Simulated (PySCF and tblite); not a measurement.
Values are calculated unless marked as measured or tabulated.
Conformer ensemble of C₃H₅Cl, numbered as in [CH2:1]=[CH:2][CH2:3][Cl:4]

Search: ETKDG and KDG, MMFF94s, GFN2-xTB, 90 starts; geometries at PBE0-D3(BJ)/def2-SVP. Weights use PBE0-D3(BJ)/def2-TZVP energies plus GFN2-xTB zero-point and thermal terms (modes under about 100 cm⁻¹ blended into free rotors). Symmetry numbers and mirror images are counted. Conformers within 4 kcal/mol (GFN2-xTB free energy) were kept, 5 at most. GIAO shieldings: PBE0/pcSseg-1. Shifts are against TMS (¹H), TMS (¹³C) at the same level; of two unlike H on one atom, a is the less shielded. Programs: PySCF with density fitting and tblite.

Torsions listed: C1–C2–C3–Cl4. Of a mirror pair one member is shown.

| conformer | shape | symmetry | E(GFN2) kcal/mol | E(DFT) kcal/mol | G(298.15 K) kcal/mol | weight % | dipole D |
| --- | --- | --- | --- | --- | --- | --- | --- |
| 1 | 120° | C1 (pair) | 0.00 | 0.00 | 0.00 | 73.9 | 1.93 |
| 2 | 0° | Cs | 0.73 | 0.39 | 0.62 | 26.1 | 1.85 |

Weights (%) against temperature:

```
 T (K)     1     2  S(mix) cal/mol/K
   250  75.5  24.5              2.15
273.15  74.7  25.3              2.15
298.15  73.9  26.1              2.16
323.15  73.2  26.8              2.16
373.15  72.1  27.9              2.17
```

Averaged shifts at 298.15 K. ¹H: 6.05 (H2, 1H), 5.65 (H1a, 1H), 5.49 (H1b, 1H), 3.91 (H3, 2H) ppm. ¹³C: 143.2 (C2), 125.6 (C1), 51.4 (C3) ppm.

Coordinates of conformer 1 (Å):

```xyz
9

C     1.403   -0.239   -0.156
C     0.291    0.479    0.000
C    -1.081   -0.094   -0.045
Cl   -1.956    0.197    1.498
H     2.391    0.228   -0.133
H     1.367   -1.322   -0.312
H     0.353    1.560    0.168
H    -1.690    0.377   -0.830
H    -1.065   -1.179   -0.214
```

Coordinates of conformer 2 (Å):

```xyz
9

C     1.339   -0.415   -0.103
C     0.357    0.416    0.240
C    -1.109    0.190    0.074
Cl   -1.542   -1.377   -0.656
H     2.385   -0.147    0.064
H     1.123   -1.384   -0.558
H     0.598    1.385    0.696
H    -1.619    0.242    1.049
H    -1.549    0.974   -0.563
```

Shifts are unscaled: against experiment ¹³C can be off by 15 ppm or more and ¹H by 0.8 ppm.

Search and properties took 24 s on 1 thread of Arm Neoverse V1 (shared host) (rough), launched as `OMP_NUM_THREADS=1 python ens_run.py task.json out`.
